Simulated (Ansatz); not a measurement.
Geometry optimisation, RKS PBE0-D4/def2-SVP in Ansatz 0.2.0.

Input file:

```yaml
crystal:
  periodic: [false, false, false]
  atoms:
    - { symbol: O, position_ang: [-1.17182, 0.89313, 0.65779] }
    - { symbol: C, position_ang: [-0.62189, -0.1596, -0.00284] }
    - { symbol: C, position_ang: [0.78006, -0.16389, -0.47812] }
    - { symbol: S, position_ang: [0.47845, -1.31362, 0.88849] }
    - { symbol: H, position_ang: [-0.50431, 1.3447, 1.19136] }
    - { symbol: H, position_ang: [-1.37903, -0.65341, -0.60129] }
    - { symbol: H, position_ang: [1.00947, -0.62911, -1.42662] }
    - { symbol: H, position_ang: [1.40907, 0.68181, -0.22877] }
basis:
  gaussian: { orbitals: def2-SVP }
hamiltonian:
  xc: pbe0
  dispersion: d4
relax:
  f_tol: 0.015
  max_steps: 40
```

Launched with:

```bash
$ ansatz run input.yaml --threads 1 --pin off --max-ram 2048MiB --backend cpu --events-out ev --progress --plain --runs-dir out
```

Problem. Where does it end, and by what steps?

Solution. The forces met the threshold. After 5 steps the energy has fallen by 0.027 eV; H5 moved furthest, 0.11 Å.

```json
{"step": "0", "energy less start (eV)": "0.0000", "largest force component (eV/Å)": "0.508", "accepted": "yes"}
{"step": "1", "energy less start (eV)": "-0.0206", "largest force component (eV/Å)": "0.142", "accepted": "yes"}
{"step": "2", "energy less start (eV)": "-0.0247", "largest force component (eV/Å)": "0.080", "accepted": "yes"}
{"step": "3", "energy less start (eV)": "-0.0263", "largest force component (eV/Å)": "0.080", "accepted": "yes"}
{"step": "4", "energy less start (eV)": "-0.0256", "largest force component (eV/Å)": "0.236", "accepted": "no"}
{"step": "5", "energy less start (eV)": "-0.0268", "largest force component (eV/Å)": "0.012", "accepted": "yes"}
```

```xyz
8
Properties=species:S:1:pos:R:3
O -1.156 0.939 0.615
C -0.615 -0.149 -0.004
C 0.781 -0.173 -0.480
S 0.476 -1.288 0.926
H -0.520 1.268 1.264
H -1.374 -0.649 -0.616
H 1.009 -0.657 -1.436
H 1.400 0.708 -0.268
```

Run time: 21 s on 1 thread of Arm Neoverse V1, with other jobs on the host, peak memory 0.15 GiB.
